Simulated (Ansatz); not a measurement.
# SiH2 (triplet): wB97M-V, HSE06 over a scan of the distance Si1–H2, cc-pVDZ, part 2 of 2

Ansatz 0.2.0, Gaussian basis; cc-pVDZ, all electrons in the functionals. The steps go on from the part before.

## 13. HSE06, 1.188 Å

Input file in.yaml:

```yaml
crystal:
  periodic: [false, false, false]
  atoms:
    - {symbol: Si, position_ang: [0.000000, -0.045652, -0.008585]}
    - {symbol: H, position_ang: [0.000000, 0.560052, -1.030577]}
    - {symbol: H, position_ang: [0.000000, 0.712000, 1.269789]}
basis:
  gaussian: {orbitals: cc-pVDZ}
magnetization: {spin_polarized: true, initial_magnetization: 2}
hamiltonian: {xc: {name: HSE06}}
```

On the command line:

```sh
ansatz run in.yaml --threads 1 --pin off --events-out ev --progress --plain --max-ram 2393MiB
```

Log, shortened:

```text
Functional definition: HSE06
  name "HSE06"
  cite "Heyd, Scuseria & Ernzerhof, J. Chem. Phys. 118, 8207 (2003) doi:10.1063/1.1564060"
  cite "Krukau, Vydrov, Izmaylov & Scuseria, J. Chem. Phys. 125, 224106 (2006) doi:10.1063/1.2404663"
  cite "Heyd & Scuseria, J. Chem. Phys. 120, 7274 (2004) doi:10.1063/1.1668634"
  cite "Ernzerhof & Perdew, J. Chem. Phys. 109, 3313 (1998) doi:10.1063/1.476928"
  cite "Perdew, Burke & Ernzerhof, Phys. Rev. Lett. 77, 3865 (1996) doi:10.1103/PhysRevLett.77.3865"
  parent pbe
[...]
  # The whole range is PBE's own exchange, as in plane waves. The composition of these papers is wPBEh.
[...]
271 factors; integrals over basis functions are off by at most 1.1e-3 eV
36 factors; integrals over basis functions are off by at most 1.8e-6 eV
[...]
mean field -7902.12889330 eV, -290.3978805733 hartree, gradient 2.1e-5 eV, S^2 2.003062; 0 other end points of the search recorded, 0 dependent functions left out
reference -7902.12892264 eV, -290.3978816518 hartree; 9, 7 occupied and 19, 21 virtual orbitals, 271 factors
Total energy: -7902.12892264 eV, -290.3978816518 hartree
```

Wall time 0.56 s (1 thread of Arm Neoverse V2, shared host).

From the report: ⟨S²⟩ of the determinant 2.003 (pure triplet: 2.00).

## 14. HSE06, 1.365 Å

Input file in.yaml:

```yaml
crystal:
  periodic: [false, false, false]
  atoms:
    - {symbol: Si, position_ang: [0.000000, -0.048674, -0.003486]}
    - {symbol: H, position_ang: [0.000000, 0.647273, -1.177745]}
    - {symbol: H, position_ang: [0.000000, 0.708978, 1.274888]}
basis:
  gaussian: {orbitals: cc-pVDZ}
magnetization: {spin_polarized: true, initial_magnetization: 2}
hamiltonian: {xc: {name: HSE06}}
```

Same command.

Log, shortened:

```text
Functional definition: HSE06
  name "HSE06"
  cite "Heyd, Scuseria & Ernzerhof, J. Chem. Phys. 118, 8207 (2003) doi:10.1063/1.1564060"
  cite "Krukau, Vydrov, Izmaylov & Scuseria, J. Chem. Phys. 125, 224106 (2006) doi:10.1063/1.2404663"
  cite "Heyd & Scuseria, J. Chem. Phys. 120, 7274 (2004) doi:10.1063/1.1668634"
  cite "Ernzerhof & Perdew, J. Chem. Phys. 109, 3313 (1998) doi:10.1063/1.476928"
  cite "Perdew, Burke & Ernzerhof, Phys. Rev. Lett. 77, 3865 (1996) doi:10.1103/PhysRevLett.77.3865"
  parent pbe
[...]
  # The whole range is PBE's own exchange, as in plane waves. The composition of these papers is wPBEh.
[...]
271 factors; integrals over basis functions are off by at most 1.2e-3 eV
36 factors; integrals over basis functions are off by at most 1.9e-6 eV
[...]
mean field -7903.28403286 eV, -290.4403311692 hartree, gradient 2.7e-5 eV, S^2 2.002900; 0 other end points of the search recorded, 0 dependent functions left out
reference -7903.28406186 eV, -290.4403322352 hartree; 9, 7 occupied and 19, 21 virtual orbitals, 271 factors
Total energy: -7903.28406186 eV, -290.4403322352 hartree
```

It took 0.54 s on 1 thread of Arm Neoverse V2, shared host.

From the report: ⟨S²⟩ of the determinant 2.003 (pure triplet: 2.00).

## 15. HSE06, 1.486 Å

Input file in.yaml:

```yaml
crystal:
  periodic: [false, false, false]
  atoms:
    - {symbol: Si, position_ang: [0.000000, -0.050740, 0.000000]}
    - {symbol: H, position_ang: [0.000000, 0.706913, -1.278374]}
    - {symbol: H, position_ang: [0.000000, 0.706912, 1.278374]}
basis:
  gaussian: {orbitals: cc-pVDZ}
magnetization: {spin_polarized: true, initial_magnetization: 2}
hamiltonian: {xc: {name: HSE06}}
```

Launched as before.

Log, shortened:

```text
Functional definition: HSE06
  name "HSE06"
  cite "Heyd, Scuseria & Ernzerhof, J. Chem. Phys. 118, 8207 (2003) doi:10.1063/1.1564060"
  cite "Krukau, Vydrov, Izmaylov & Scuseria, J. Chem. Phys. 125, 224106 (2006) doi:10.1063/1.2404663"
  cite "Heyd & Scuseria, J. Chem. Phys. 120, 7274 (2004) doi:10.1063/1.1668634"
  cite "Ernzerhof & Perdew, J. Chem. Phys. 109, 3313 (1998) doi:10.1063/1.476928"
  cite "Perdew, Burke & Ernzerhof, Phys. Rev. Lett. 77, 3865 (1996) doi:10.1103/PhysRevLett.77.3865"
  parent pbe
[...]
  # The whole range is PBE's own exchange, as in plane waves. The composition of these papers is wPBEh.
[...]
271 factors; integrals over basis functions are off by at most 1.2e-3 eV
36 factors; integrals over basis functions are off by at most 1.7e-6 eV
[...]
mean field -7903.47010039 eV, -290.4471690249 hartree, gradient 2.4e-5 eV, S^2 2.002747; 0 other end points of the search recorded, 0 dependent functions left out
reference -7903.47012929 eV, -290.4471700871 hartree; 9, 7 occupied and 19, 21 virtual orbitals, 271 factors
Total energy: -7903.47012929 eV, -290.4471700871 hartree
```

Run time: 0.51 s. Hardware: 1 thread of Arm Neoverse V2, shared host.

From the report: ⟨S²⟩ of the determinant 2.003 (pure triplet: 2.00).

## 16. HSE06, 1.605 Å

Input file in.yaml:

```yaml
crystal:
  periodic: [false, false, false]
  atoms:
    - {symbol: Si, position_ang: [0.000000, -0.052771, 0.003427]}
    - {symbol: H, position_ang: [0.000000, 0.765540, -1.377294]}
    - {symbol: H, position_ang: [0.000000, 0.704881, 1.281801]}
basis:
  gaussian: {orbitals: cc-pVDZ}
magnetization: {spin_polarized: true, initial_magnetization: 2}
hamiltonian: {xc: {name: HSE06}}
```

Launched as before.

Log, shortened:

```text
Functional definition: HSE06
  name "HSE06"
  cite "Heyd, Scuseria & Ernzerhof, J. Chem. Phys. 118, 8207 (2003) doi:10.1063/1.1564060"
  cite "Krukau, Vydrov, Izmaylov & Scuseria, J. Chem. Phys. 125, 224106 (2006) doi:10.1063/1.2404663"
  cite "Heyd & Scuseria, J. Chem. Phys. 120, 7274 (2004) doi:10.1063/1.1668634"
  cite "Ernzerhof & Perdew, J. Chem. Phys. 109, 3313 (1998) doi:10.1063/1.476928"
  cite "Perdew, Burke & Ernzerhof, Phys. Rev. Lett. 77, 3865 (1996) doi:10.1103/PhysRevLett.77.3865"
  parent pbe
[...]
  # The whole range is PBE's own exchange, as in plane waves. The composition of these papers is wPBEh.
[...]
272 factors; integrals over basis functions are off by at most 1.2e-3 eV
36 factors; integrals over basis functions are off by at most 1.9e-6 eV
[...]
mean field -7903.38709283 eV, -290.4441185532 hartree, gradient 5.7e-5 eV, S^2 2.002566; 0 other end points of the search recorded, 0 dependent functions left out
reference -7903.38712120 eV, -290.4441195957 hartree; 9, 7 occupied and 19, 21 virtual orbitals, 272 factors
Total energy: -7903.38712120 eV, -290.4441195957 hartree
```

It took 0.51 s on 1 thread of Arm Neoverse V2, shared host.

From the report: ⟨S²⟩ of the determinant 2.003 (pure triplet: 2.00).

From 1.486 Å: +1.9 kcal/mol.

## 17. HSE06, 1.817 Å

Input file in.yaml:

```yaml
crystal:
  periodic: [false, false, false]
  atoms:
    - {symbol: Si, position_ang: [0.000000, -0.056390, 0.009534]}
    - {symbol: H, position_ang: [0.000000, 0.870009, -1.553563]}
    - {symbol: H, position_ang: [0.000000, 0.701262, 1.287908]}
basis:
  gaussian: {orbitals: cc-pVDZ}
magnetization: {spin_polarized: true, initial_magnetization: 2}
hamiltonian: {xc: {name: HSE06}}
```

Launched as before.

Log, shortened:

```text
Functional definition: HSE06
  name "HSE06"
  cite "Heyd, Scuseria & Ernzerhof, J. Chem. Phys. 118, 8207 (2003) doi:10.1063/1.1564060"
  cite "Krukau, Vydrov, Izmaylov & Scuseria, J. Chem. Phys. 125, 224106 (2006) doi:10.1063/1.2404663"
  cite "Heyd & Scuseria, J. Chem. Phys. 120, 7274 (2004) doi:10.1063/1.1668634"
  cite "Ernzerhof & Perdew, J. Chem. Phys. 109, 3313 (1998) doi:10.1063/1.476928"
  cite "Perdew, Burke & Ernzerhof, Phys. Rev. Lett. 77, 3865 (1996) doi:10.1103/PhysRevLett.77.3865"
  parent pbe
[...]
  # The whole range is PBE's own exchange, as in plane waves. The composition of these papers is wPBEh.
[...]
272 factors; integrals over basis functions are off by at most 1.3e-3 eV
36 factors; integrals over basis functions are off by at most 2.8e-6 eV
[...]
mean field -7902.90725361 eV, -290.4264847871 hartree, gradient 3.0e-5 eV, S^2 2.002546; 0 other end points of the search recorded, 0 dependent functions left out
reference -7902.90728130 eV, -290.4264858047 hartree; 9, 7 occupied and 19, 21 virtual orbitals, 272 factors
Total energy: -7902.90728130 eV, -290.4264858047 hartree
```

It took 0.57 s on 1 thread of Arm Neoverse V2, shared host.

From the report: ⟨S²⟩ of the determinant 2.003 (pure triplet: 2.00).

From 1.486 Å: +13.0 kcal/mol.

## 18. HSE06, 2.069 Å

Input file in.yaml:

```yaml
crystal:
  periodic: [false, false, false]
  atoms:
    - {symbol: Si, position_ang: [0.000000, -0.060692, 0.016793]}
    - {symbol: H, position_ang: [0.000000, 0.994190, -1.763090]}
    - {symbol: H, position_ang: [0.000000, 0.696960, 1.295167]}
basis:
  gaussian: {orbitals: cc-pVDZ}
magnetization: {spin_polarized: true, initial_magnetization: 2}
hamiltonian: {xc: {name: HSE06}}
```

Launched as before.

Log, shortened:

```text
Functional definition: HSE06
  name "HSE06"
  cite "Heyd, Scuseria & Ernzerhof, J. Chem. Phys. 118, 8207 (2003) doi:10.1063/1.1564060"
  cite "Krukau, Vydrov, Izmaylov & Scuseria, J. Chem. Phys. 125, 224106 (2006) doi:10.1063/1.2404663"
  cite "Heyd & Scuseria, J. Chem. Phys. 120, 7274 (2004) doi:10.1063/1.1668634"
  cite "Ernzerhof & Perdew, J. Chem. Phys. 109, 3313 (1998) doi:10.1063/1.476928"
  cite "Perdew, Burke & Ernzerhof, Phys. Rev. Lett. 77, 3865 (1996) doi:10.1103/PhysRevLett.77.3865"
  parent pbe
[...]
  # The whole range is PBE's own exchange, as in plane waves. The composition of these papers is wPBEh.
[...]
273 factors; integrals over basis functions are off by at most 1.4e-3 eV
36 factors; integrals over basis functions are off by at most 2.6e-6 eV
[...]
mean field -7902.16662037 eV, -290.3992670177 hartree, gradient 6.6e-5 eV, S^2 2.009500; 0 other end points of the search recorded, 0 dependent functions left out
reference -7902.16664847 eV, -290.3992680505 hartree; 9, 7 occupied and 19, 21 virtual orbitals, 273 factors
Total energy: -7902.16664847 eV, -290.3992680505 hartree
```

It took 0.57 s on 1 thread of Arm Neoverse V2, shared host.

From the report: ⟨S²⟩ of the determinant 2.010 (pure triplet: 2.00).

From 1.486 Å: +30.1 kcal/mol.

## 19. HSE06, 2.436 Å

Input file in.yaml:

```yaml
crystal:
  periodic: [false, false, false]
  atoms:
    - {symbol: Si, position_ang: [0.000000, -0.066958, 0.027365]}
    - {symbol: H, position_ang: [0.000000, 1.175040, -2.068235]}
    - {symbol: H, position_ang: [0.000000, 0.690694, 1.305739]}
basis:
  gaussian: {orbitals: cc-pVDZ}
magnetization: {spin_polarized: true, initial_magnetization: 2}
hamiltonian: {xc: {name: HSE06}}
```

Same command.

Log, shortened:

```text
Functional definition: HSE06
  name "HSE06"
  cite "Heyd, Scuseria & Ernzerhof, J. Chem. Phys. 118, 8207 (2003) doi:10.1063/1.1564060"
  cite "Krukau, Vydrov, Izmaylov & Scuseria, J. Chem. Phys. 125, 224106 (2006) doi:10.1063/1.2404663"
  cite "Heyd & Scuseria, J. Chem. Phys. 120, 7274 (2004) doi:10.1063/1.1668634"
  cite "Ernzerhof & Perdew, J. Chem. Phys. 109, 3313 (1998) doi:10.1063/1.476928"
  cite "Perdew, Burke & Ernzerhof, Phys. Rev. Lett. 77, 3865 (1996) doi:10.1103/PhysRevLett.77.3865"
  parent pbe
[...]
  # The whole range is PBE's own exchange, as in plane waves. The composition of these papers is wPBEh.
[...]
275 factors; integrals over basis functions are off by at most 1.2e-3 eV
36 factors; integrals over basis functions are off by at most 2.5e-6 eV
[...]
mean field -7901.32390231 eV, -290.3682977001 hartree, gradient 1.8e-5 eV, S^2 2.071570; 1 other end points of the search recorded, 0 dependent functions left out
reference -7901.32393217 eV, -290.3682987976 hartree; 9, 7 occupied and 19, 21 virtual orbitals, 275 factors
Total energy: -7901.32393217 eV, -290.3682987976 hartree
```

Run time: 0.6 s. Hardware: 1 thread of Arm Neoverse V2, shared host.

From the report: ⟨S²⟩ of the determinant 2.072 (pure triplet: 2.00).

From 1.486 Å: +49.5 kcal/mol.

## 20. HSE06, 2.798 Å

Input file in.yaml:

```yaml
crystal:
  periodic: [false, false, false]
  atoms:
    - {symbol: Si, position_ang: [0.000000, -0.073138, 0.037792]}
    - {symbol: H, position_ang: [0.000000, 1.353426, -2.369222]}
    - {symbol: H, position_ang: [0.000000, 0.684514, 1.316166]}
basis:
  gaussian: {orbitals: cc-pVDZ}
magnetization: {spin_polarized: true, initial_magnetization: 2}
hamiltonian: {xc: {name: HSE06}}
```

Same command.

Log, shortened:

```text
Functional definition: HSE06
  name "HSE06"
  cite "Heyd, Scuseria & Ernzerhof, J. Chem. Phys. 118, 8207 (2003) doi:10.1063/1.1564060"
  cite "Krukau, Vydrov, Izmaylov & Scuseria, J. Chem. Phys. 125, 224106 (2006) doi:10.1063/1.2404663"
  cite "Heyd & Scuseria, J. Chem. Phys. 120, 7274 (2004) doi:10.1063/1.1668634"
  cite "Ernzerhof & Perdew, J. Chem. Phys. 109, 3313 (1998) doi:10.1063/1.476928"
  cite "Perdew, Burke & Ernzerhof, Phys. Rev. Lett. 77, 3865 (1996) doi:10.1103/PhysRevLett.77.3865"
  parent pbe
[...]
  # The whole range is PBE's own exchange, as in plane waves. The composition of these papers is wPBEh.
[...]
275 factors; integrals over basis functions are off by at most 5.6e-4 eV
36 factors; integrals over basis functions are off by at most 3.7e-6 eV
[...]
mean field -7900.98810570 eV, -290.3559574023 hartree, gradient 1.0e-5 eV, S^2 2.056246; 6 other end points of the search recorded, 0 dependent functions left out
reference -7900.98813697 eV, -290.3559585517 hartree; 9, 7 occupied and 19, 21 virtual orbitals, 275 factors
Total energy: -7900.98813697 eV, -290.3559585517 hartree
```

Run time: 1.2 s. Hardware: 1 thread of Arm Neoverse V2, shared host.

From the report: ⟨S²⟩ of the determinant 2.056 (pure triplet: 2.00).

From 1.486 Å: +57.2 kcal/mol.

## 21. HSE06, 3.321 Å

Input file in.yaml:

```yaml
crystal:
  periodic: [false, false, false]
  atoms:
    - {symbol: Si, position_ang: [0.000000, -0.082067, 0.052858]}
    - {symbol: H, position_ang: [0.000000, 1.611149, -2.804074]}
    - {symbol: H, position_ang: [0.000000, 0.675585, 1.331232]}
basis:
  gaussian: {orbitals: cc-pVDZ}
magnetization: {spin_polarized: true, initial_magnetization: 2}
hamiltonian: {xc: {name: HSE06}}
```

Same command.

Log, shortened:

```text
Functional definition: HSE06
  name "HSE06"
  cite "Heyd, Scuseria & Ernzerhof, J. Chem. Phys. 118, 8207 (2003) doi:10.1063/1.1564060"
  cite "Krukau, Vydrov, Izmaylov & Scuseria, J. Chem. Phys. 125, 224106 (2006) doi:10.1063/1.2404663"
  cite "Heyd & Scuseria, J. Chem. Phys. 120, 7274 (2004) doi:10.1063/1.1668634"
  cite "Ernzerhof & Perdew, J. Chem. Phys. 109, 3313 (1998) doi:10.1063/1.476928"
  cite "Perdew, Burke & Ernzerhof, Phys. Rev. Lett. 77, 3865 (1996) doi:10.1103/PhysRevLett.77.3865"
  parent pbe
[...]
  # The whole range is PBE's own exchange, as in plane waves. The composition of these papers is wPBEh.
[...]
276 factors; integrals over basis functions are off by at most 5.6e-4 eV
36 factors; integrals over basis functions are off by at most 5.9e-6 eV
[...]
mean field -7900.88022961 eV, -290.3519930292 hartree, gradient 5.3e-6 eV, S^2 2.011448; 6 other end points of the search recorded, 0 dependent functions left out
reference -7900.88026288 eV, -290.3519942518 hartree; 9, 7 occupied and 19, 21 virtual orbitals, 276 factors
Total energy: -7900.88026288 eV, -290.3519942518 hartree
```

Wall time 1.3 s (1 thread of Arm Neoverse V2, shared host).

From the report: ⟨S²⟩ of the determinant 2.011 (pure triplet: 2.00).

From 1.486 Å: +59.7 kcal/mol.

## 22. HSE06, 3.933 Å

Input file in.yaml:

```yaml
crystal:
  periodic: [false, false, false]
  atoms:
    - {symbol: Si, position_ang: [0.000000, -0.092515, 0.070487]}
    - {symbol: H, position_ang: [0.000000, 1.912730, -3.312926]}
    - {symbol: H, position_ang: [0.000000, 0.665137, 1.348861]}
basis:
  gaussian: {orbitals: cc-pVDZ}
magnetization: {spin_polarized: true, initial_magnetization: 2}
hamiltonian: {xc: {name: HSE06}}
```

The command is unchanged.

Log, shortened:

```text
Functional definition: HSE06
  name "HSE06"
  cite "Heyd, Scuseria & Ernzerhof, J. Chem. Phys. 118, 8207 (2003) doi:10.1063/1.1564060"
  cite "Krukau, Vydrov, Izmaylov & Scuseria, J. Chem. Phys. 125, 224106 (2006) doi:10.1063/1.2404663"
  cite "Heyd & Scuseria, J. Chem. Phys. 120, 7274 (2004) doi:10.1063/1.1668634"
  cite "Ernzerhof & Perdew, J. Chem. Phys. 109, 3313 (1998) doi:10.1063/1.476928"
  cite "Perdew, Burke & Ernzerhof, Phys. Rev. Lett. 77, 3865 (1996) doi:10.1103/PhysRevLett.77.3865"
  parent pbe
[...]
  # The whole range is PBE's own exchange, as in plane waves. The composition of these papers is wPBEh.
[...]
276 factors; integrals over basis functions are off by at most 5.6e-4 eV
36 factors; integrals over basis functions are off by at most 8.8e-6 eV
[...]
mean field -7900.85962890 eV, -290.3512359670 hartree, gradient 5.4e-6 eV, S^2 2.005816; 6 other end points of the search recorded, 0 dependent functions left out
reference -7900.85966481 eV, -290.3512372868 hartree; 9, 7 occupied and 19, 21 virtual orbitals, 276 factors
Total energy: -7900.85966481 eV, -290.3512372868 hartree
```

Run time: 1.7 s. Hardware: 1 thread of Arm Neoverse V2, shared host.

From the report: ⟨S²⟩ of the determinant 2.006 (pure triplet: 2.00).

From 1.486 Å: +60.2 kcal/mol.

## 23. HSE06, 5.068 Å

Input file in.yaml:

```yaml
crystal:
  periodic: [false, false, false]
  atoms:
    - {symbol: Si, position_ang: [0.000000, -0.111892, 0.103181]}
    - {symbol: H, position_ang: [0.000000, 2.472034, -4.256629]}
    - {symbol: H, position_ang: [0.000000, 0.645760, 1.381555]}
basis:
  gaussian: {orbitals: cc-pVDZ}
magnetization: {spin_polarized: true, initial_magnetization: 2}
hamiltonian: {xc: {name: HSE06}}
```

The command is unchanged.

Log, shortened:

```text
Functional definition: HSE06
  name "HSE06"
  cite "Heyd, Scuseria & Ernzerhof, J. Chem. Phys. 118, 8207 (2003) doi:10.1063/1.1564060"
  cite "Krukau, Vydrov, Izmaylov & Scuseria, J. Chem. Phys. 125, 224106 (2006) doi:10.1063/1.2404663"
  cite "Heyd & Scuseria, J. Chem. Phys. 120, 7274 (2004) doi:10.1063/1.1668634"
  cite "Ernzerhof & Perdew, J. Chem. Phys. 109, 3313 (1998) doi:10.1063/1.476928"
  cite "Perdew, Burke & Ernzerhof, Phys. Rev. Lett. 77, 3865 (1996) doi:10.1103/PhysRevLett.77.3865"
  parent pbe
[...]
  # The whole range is PBE's own exchange, as in plane waves. The composition of these papers is wPBEh.
[...]
274 factors; integrals over basis functions are off by at most 5.6e-4 eV
36 factors; integrals over basis functions are off by at most 1.4e-5 eV
[...]
mean field -7900.85237477 eV, -290.3509693827 hartree, gradient 8.4e-6 eV, S^2 2.005589; 6 other end points of the search recorded, 0 dependent functions left out
reference -7900.85241511 eV, -290.3509708651 hartree; 9, 7 occupied and 19, 21 virtual orbitals, 274 factors
Total energy: -7900.85241511 eV, -290.3509708651 hartree
```

It took 3.5 s on 1 thread of Arm Neoverse V2, shared host.

From the report: ⟨S²⟩ of the determinant 2.006 (pure triplet: 2.00).

From 1.486 Å: +60.4 kcal/mol.

## 24. The comparison

The yardstick is full CI for this spin, exact in this basis with these frozen cores. It comes from earlier runs at the same points. Energies in kcal/mol, counted from 1.486 Å; blanks weren't run or aren't comparable.

```
  level  1.188 Å  1.365 Å  1.486 Å  1.605 Å  1.817 Å  2.069 Å  2.436 Å  2.798 Å  3.321 Å  3.933 Å  5.068 Å
    FCI     30.4      4.1      0.0      2.1     13.2     29.7     47.9     54.6     55.9     56.0     56.0
wB97M-V     29.7      3.9      0.0      2.1     13.3     30.4     48.8     54.7     56.2     56.2     56.3
  HSE06     30.9      4.3      0.0      1.9     13.0     30.1     49.5     57.2     59.7     60.2     60.4
```

Largest miss and mean time a point (FCI took 4.2 s a point; shared hosts):

```
  level  largest miss (kcal/mol)    where  time a point
wB97M-V                     +1.0  2.436 Å         3.3 s
  HSE06                     +4.4  5.068 Å           1 s
```

## 25. Outcome

The summary covers parts 1 to 2.

| quantity | value |
| --- | --- |
| span of the FCI curve | 56.0 kcal/mol |
| largest miss, wB97M-V | +1.0 kcal/mol (2.436 Å) |
| largest miss, HSE06 | +4.4 kcal/mol (5.068 Å) |

What this shows: Of the functionals, wB97M-V keep the smallest largest miss at the points compared (at most 1.0 kcal/mol) and HSE06 strays most (4.4 kcal/mol, at 5.068 Å). Functionals and the yardstick converge differently with the basis, so part of each miss in cc-pVDZ is the basis.
